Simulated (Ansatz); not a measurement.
Mulliken charges of C2H5NOS, SMILES `OC1NCS1` from r2SCAN/def2-TZVPP in Ansatz (PBE0-D4/def2-TZVP geometry).

```tsv
atom	x (Å)	y (Å)	z (Å)	charge (e)
O1	-1.938	0.441	-0.018	-0.281
C2	-0.662	0.120	-0.437	0.178
N3	0.038	-0.649	0.548	-0.241
C4	1.320	0.040	0.559	0.028
S5	0.637	1.448	-0.374	-0.181
H6	-2.468	0.679	-0.784	0.196
H7	-0.697	-0.318	-1.445	0.041
H8	0.060	-1.649	0.393	0.124
H9	1.675	0.300	1.559	0.069
H10	2.117	-0.463	0.002	0.068
```

Question: By hand: the dipole of these point charges (1 e Å = 4.8032 D).

Answer: Σ q r = (0.094, -0.302, -0.178) e Å, of length 0.363 e Å = 1.74 D.

Question: How does the dipole of the full density compare? (An estimate is asked.)

Answer: Ansatz gave: (0.027, -0.417, -0.350) e Å, 2.62 D; the point charges give 0.66 times that, at 15° from its direction.

Point charges leave out the atoms' own dipoles, such as those of lone pairs, and Mulliken's split depends on the basis, so the two needn't agree.
